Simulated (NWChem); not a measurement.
Everything below was run with NWChem. System: ozone (O3), charge 0, spin multiplicity 1, at a geometry optimised with PBE0/def2-SVP. Level: EOM-CCSD/aug-cc-pVDZ, 3 core orbitals frozen.

Input file:

```
start mol
memory heap 100 mb stack 700 mb global 1900 mb
geometry units angstroms nocenter noautoz
  O     -1.060667     0.000000    -0.210198
  O      0.000000     0.000000     0.420396
  O      1.060667     0.000000    -0.210198
  symmetry group C2v
end
basis spherical
  * library aug-cc-pvdz
end
scf
  rhf
  nopen 0
  maxiter 100
  thresh 1e-7
  semidirect memsize 60000000 filesize 0
end
tce
  freeze core 3
  ccsd
  nroots 1
  2eorb
  2emet 13
  thresh 1e-5
  maxiter 200
  tilesize 24
  dipole
end
task tce energy
```

NWChem printed:

```
             Northwest Computational Chemistry Package (NWChem) 7.3.0
             --------------------------------------------------------

                                NWChem Input Module
                                -------------------

 Scaling coordinates for geometry "geometry" by  1.889725989
 (inverse scale =  0.529177249)

 Turning off AUTOSYM since
 SYMMETRY directive was detected!

                             Geometry "geometry" -> ""
                             -------------------------

 Output coordinates in angstroms (scale by  1.889725989 to convert to a.u.)

  No.       Tag          Charge          X              Y              Z
 ---- ---------------- ---------- -------------- -------------- --------------
    1 O                    8.0000    -1.06066700     0.00000000    -0.21019800
    2 O                    8.0000     0.00000000     0.00000000     0.42039600
    3 O                    8.0000     1.06066700     0.00000000    -0.21019800

 Effective nuclear repulsion energy (a.u.)      70.8571342385

            Nuclear Dipole moment (a.u.)
            ----------------------------
        X                 Y               Z
 ---------------- ---------------- ----------------
     0.0000000000     0.0000000000     0.0000000000

      Symmetry information
      --------------------

 Group name             C2v
 Group number             16
 Group order               4
 No. of unique centers     2

      Symmetry unique atoms

     1    2


 Summary of "ao basis" -> "" (spherical)
 ------------------------------------------------------------------------------
       Tag                 Description            Shells   Functions and Types
 ---------------- ------------------------------  ------  ---------------------
 *                        aug-cc-pvdz                 on all atoms

 Summary of "ao basis" -> "ao basis" (spherical)
 ------------------------------------------------------------------------------
       Tag                 Description            Shells   Functions and Types
 ---------------- ------------------------------  ------  ---------------------
 O                        aug-cc-pvdz                9       23   4s3p2d

                                 NWChem SCF Module
                                 -----------------

  ao basis        = "ao basis"
  functions       =    69
  atoms           =     3
  closed shells   =    12
  open shells     =     0
  charge          =   0.00
  wavefunction    = RHF
  use symmetry    = T
  symmetry adapt  = T

 Summary of "ao basis" -> "ao basis" (spherical)
 ------------------------------------------------------------------------------
       Tag                 Description            Shells   Functions and Types
 ---------------- ------------------------------  ------  ---------------------
 O                        aug-cc-pvdz                9       23   4s3p2d

      Symmetry analysis of basis
      --------------------------

        a1         27
        a2          9
        b1         21
        b2         12

 Forming initial guess at       0.1s

      Superposition of Atomic Density Guess
      -------------------------------------

 Sum of atomic energies:        -224.30044408

      Non-variational initial energy
      ------------------------------

 Total energy =    -224.850141
 1-e energy   =    -450.367501
 2-e energy   =     154.660225
 HOMO         =      -0.312785
 LUMO         =      -0.148885

      Symmetry analysis of molecular orbitals - initial
[...]
 Iteration  15 using   15 trial vectors
   0.0000124610692   0.2148912207855    5.84749     1.4     1.4

 Iteration  16 using   16 trial vectors
   0.0000059052493   0.2148914302302    5.84750     1.3     1.3
 --------------------------------------------------------------
 Iterations converged

 Excited state root  1
 Excitation energy / hartree =        0.214891622910781
                   / eV      =        5.847501069597106

 EOM-CCSD transition moments / hartree
 --------------------------------------------
 X    1.1128661 Y    0.0000000 Z    0.0000000
 Oscillator Strength                0.1774247
 --------------------------------------------

 EOM-CCSD dipole moments / hartree & Debye
 ------------------------------------
   X        -0.0000000     -0.0000000
   Y         0.0000000      0.0000000
   Z        -0.3706250     -0.9420420
 Total       0.3706250      0.9420420
 ------------------------------------

 Singles contributions
    24a1  (alpha) ---    10b1  (alpha)       -0.1466280823
    27b1  (alpha) ---    11a1  (alpha)       -0.1241736104
    13b2  (alpha) ---    12a2  (alpha)       -0.8281042601

 Doubles contributions
    13b2  (alpha)    13b2  (beta ) ---    12a2  (alpha)     9b2  (beta )        0.2639092996
    13b2  (alpha)    13b2  (beta ) ---     9b2  (alpha)    12a2  (beta )        0.2639092996

 =========================================
 Excited-state calculation ( b2  symmetry)
 =========================================
 Dim. of EOMCC iter. space      500

 EOMCCSD SOLVER TYPE  1
  maxdiff =   0.51712474746322645

 No. of initial right vectors    1

 EOM-CCSD right-hand side iterations
 --------------------------------------------------------------
      Residuum       Omega / hartree  Omega / eV    Cpu    Wall
 --------------------------------------------------------------

 Iteration   1 using    1 trial vectors
   0.9124333634746   0.2819550326233    7.67239     0.7     0.7

 Iteration   2 using    2 trial vectors
   0.1677441968793   0.1017313939187    2.76825     0.4     0.4

 Iteration   3 using    3 trial vectors
   0.0701099969741   0.0950432169765    2.58626     0.5     0.5

 Iteration   4 using    4 trial vectors
   0.0248715187054   0.0937755725685    2.55176     0.5     0.5

 Iteration   5 using    5 trial vectors
   0.0125329818979   0.0931812960276    2.53559     0.5     0.5

 Iteration   6 using    6 trial vectors
   0.0050798875831   0.0931451860774    2.53461     0.5     0.5

 Iteration   7 using    7 trial vectors
   0.0020562428738   0.0931125912219    2.53372     0.5     0.5

 Iteration   8 using    8 trial vectors
   0.0008589585837   0.0931172048498    2.53385     0.4     0.4

 Iteration   9 using    9 trial vectors
   0.0002969113052   0.0931180445980    2.53387     0.5     0.5

 Iteration  10 using   10 trial vectors
   0.0001085152440   0.0931186758776    2.53389     0.6     0.6

 Iteration  11 using   11 trial vectors
   0.0000418055440   0.0931192312671    2.53390     0.5     0.5

 Iteration  12 using   12 trial vectors
   0.0000148373577   0.0931191587180    2.53390     0.4     0.4

 Iteration  13 using   13 trial vectors
   0.0000049982151   0.0931190993895    2.53390     0.4     0.4
 --------------------------------------------------------------
 Iterations converged
 ------------------

 Excited state root  1
 Excitation energy / hartree =        0.093119099389507
                   / eV      =        2.533900697963151
 largest EOMCCSD amplitudes: R1 and R2

 Singles contributions
    13b2  (alpha) ---    11a1  (alpha)       -0.9098664752

 Doubles contributions
    13b2  (alpha)    13b2  (beta ) ---    12a2  (alpha)    10b1  (beta )       -0.1629179871
    13b2  (alpha)    13b2  (beta ) ---    10b1  (alpha)    12a2  (beta )       -0.1629179871

 No. of initial left vectors    1

 EOM-CCSD left-hand side iterations
 --------------------------------------------------------------
      Residuum       Omega / hartree  Omega / eV    Cpu    Wall
 --------------------------------------------------------------

 Iteration   1 using    1 trial vectors
   1.0088499160957   0.2819550326233    7.67239     0.8     0.8

 Iteration   2 using    2 trial vectors
   0.1815910659456   0.1033543042152    2.81241     0.8     0.8

 Iteration   3 using    3 trial vectors
   0.0769282363579   0.0951868666759    2.59017     0.8     0.8

 Iteration   4 using    4 trial vectors
   0.0274774091658   0.0936058728928    2.54715     0.8     0.8

 Iteration   5 using    5 trial vectors
   0.0137100289923   0.0931385619028    2.53443     0.8     0.8

 Iteration   6 using    6 trial vectors
   0.0054250849510   0.0931199156071    2.53392     0.9     0.9

 Iteration   7 using    7 trial vectors
   0.0021977027784   0.0931081578767    2.53360     1.0     1.0

 Iteration   8 using    8 trial vectors
   0.0009573477483   0.0931212659634    2.53396     1.2     1.2

 Iteration   9 using    9 trial vectors
   0.0003338843209   0.0931214386101    2.53396     1.2     1.2

 Iteration  10 using   10 trial vectors
   0.0001304508390   0.0931203147572    2.53393     1.0     1.0

 Iteration  11 using   11 trial vectors
   0.0000489548993   0.0931195935486    2.53391     0.9     0.9

 Iteration  12 using   12 trial vectors
   0.0000164687786   0.0931192249060    2.53390     0.9     0.9

 Iteration  13 using   13 trial vectors
   0.0000052857868   0.0931191343867    2.53390     0.9     0.9
 --------------------------------------------------------------
 Iterations converged

 Excited state root  1
 Excitation energy / hartree =        0.093119099389507
                   / eV      =        2.533900697963151

 EOM-CCSD transition moments / hartree
 --------------------------------------------
 X    0.0000000 Y    0.0221927 Z    0.0000000
 Oscillator Strength                0.0000306
 --------------------------------------------

 EOM-CCSD dipole moments / hartree & Debye
 ------------------------------------
   X        -0.0000000     -0.0000000
   Y         0.0000000      0.0000000
   Z        -0.1404771     -0.3570599
 Total       0.1404771      0.3570599
 ------------------------------------

 Singles contributions
    13b2  (alpha) ---    11a1  (alpha)       -0.9098664752

 Doubles contributions
    13b2  (alpha)    13b2  (beta ) ---    12a2  (alpha)    10b1  (beta )       -0.1629179871
    13b2  (alpha)    13b2  (beta ) ---    10b1  (alpha)    12a2  (beta )       -0.1629179871

 Task  times  cpu:      169.2s     wall:      169.2s

 Total times  cpu:      169.2s     wall:      169.2s
```
